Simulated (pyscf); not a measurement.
Structures and frequencies: ωB97X-D3(BJ)/def2-SVP in PySCF.

Task: How much does it cost (ΔH, 298 K, ωB97M-D3(BJ)/def2-TZVP) to split `[O]=[V]([OH])([Cl])[Cl]` at its O–V bond into [O=V(Cl)–Cl]• + OH•?

Result: O–V to [O=V(Cl)–Cl]• + OH•: 3.53 eV. The 7 functionals that were run give +3.21 (M06-2X) to +4.37 eV (PBE). The radicals are drawn with the spin at the cut bond; how far it spreads was not checked. Other isomers of [O=V(Cl)–Cl]• were not searched in full and may lie lower. Left out: the spin-orbit lowering of OH. Open-shell species with a d-block atom are single-reference here; other states, and whether the spin sits on metal or ligand, were not checked.
